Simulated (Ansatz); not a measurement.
# Structure relaxation of HfGe₃

Method: Ansatz, DFT PBE, scalar-relativistic, plane waves, PAW. Cutoff 420 eV, Γ-centred k mesh, Gaussian smearing, no spin polarisation in the final step.

The start puts HfGe₃ on the sites of a reported Ni3Sb cell (Pmmn, No. 59), with Hf in place of Sb, Ge in place of Ni, at a guessed volume.

```
CELL_PARAMETERS angstrom
4.72618 0.00000 0.00000
0.00000 5.87888 0.00000
0.00000 0.00000 4.97342
ATOMIC_POSITIONS crystal
Hf 0.00000 0.00000 0.67000
Hf 0.50000 0.50000 0.33000
Ge 0.00000 0.25000 0.16700
Ge 0.00000 0.75000 0.16700
Ge 0.50000 0.75000 0.83300
Ge 0.50000 0.25000 0.83300
Ge 0.50000 0.00000 0.33000
Ge 0.00000 0.50000 0.67000
```

Cell and atoms relax at zero pressure; the relaxation can't lower the symmetry of the start. After a coarse first stage the cell is made exact in the group found at 0.06 Å.

Energies over the elements count from the elements' standard structures at the same level, with no empirical corrections.

Problem. Which crystal results?

Solution. It keeps Pmmn (No. 59). Conventional cell: a = 5.152 Å, b = 5.575 Å, c = 5.133 Å. Hf is coordinated by 8 Ge at 2.79–2.99 Å and 4 Ge at 3.21 Å; around Ge on Wyckoff site e (4 atoms of the primitive cell) lie 1 Ge at 2.65 Å, 5 Ge at 2.85–2.93 Å, 2 Hf at 2.92–2.99 Å, 2 Hf at 3.21 Å and 2 Ge at 3.27 Å; around Ge on Wyckoff site b (2 atoms of the primitive cell) lie 4 Hf at 2.79–2.82 Å, 4 Ge at 2.87–2.91 Å and 4 Ge at 3.27 Å.

```
Hf Ge
1.0
     5.15227    0.00000    0.00000
     0.00000    5.57508    0.00000
     0.00000    0.00000    5.13280
Hf Ge
2 6
Cartesian
  0.0000 0.0000 3.1337
  2.5761 2.7875 1.9991
  0.0000 1.4630 0.6067
  0.0000 4.1121 0.6067
  2.5761 4.2505 4.5261
  2.5761 1.3246 4.5261
  2.5761 0.0000 1.9855
  0.0000 2.7875 3.1473
```

Problem. What are its volume, energy, density and gap?

Solution. The volume per atom is 18.43 Å³, the density is 8.93 g/cm³ and the energy over the elements is -0.15 eV/atom. The gap on the 8×8×8 mesh is 0 eV (a metal).

The final run used a 8×8×8 mesh on its 8-atom cell and 0.10 eV smearing. For metals, differences of a few meV/atom aren't resolved. Spin–orbit coupling is left out. A structure relaxed within its symmetry needn't be a true minimum.